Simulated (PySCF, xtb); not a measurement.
Acid–base and redox partners of OC=O. Isolated molecules, 0 K electronic values unless said otherwise. One relaxed conformer stands for each flexible species; it need not be the lowest. Strings in code marks are SMILES.

Quantity: proton affinity at 298 K, in eV. Enthalpy corrections at 298 K come from GFN2-xTB frequencies (xtb).

Level 1: B3LYP-D3(BJ)/def2-TZVP // PBE0-D4/def2-TZVP (PySCF)
Level 2: M06-2X/6-31G* // PBE0-D4/def2-TZVP (PySCF)
Level 3: SVWN5/6-31G* // PBE0-D4/def2-TZVP (PySCF)
Level 4: frozen-core MP2/6-31G* // PBE0-D4/def2-TZVP (PySCF)

| species | level 2 | level 3 | level 4 |
|---|---|---|---|
| proton added at O1: `[H]/[O+]=C\O` (H–O–C–O torsion 0°) | 7.53 | 7.41 | 7.39 |
| proton added at O3: `O=C[OH2+]` (not the most basic site; O–C–O–H torsion 12°) | 6.76 | 6.55 | 6.83 |

Q: What does level 1 give for each?

A: 
- proton added at O1: `[H]/[O+]=C\O` (H–O–C–O torsion 0°): 7.59
- proton added at O3: `O=C[OH2+]` (not the most basic site; O–C–O–H torsion 12°): 6.87
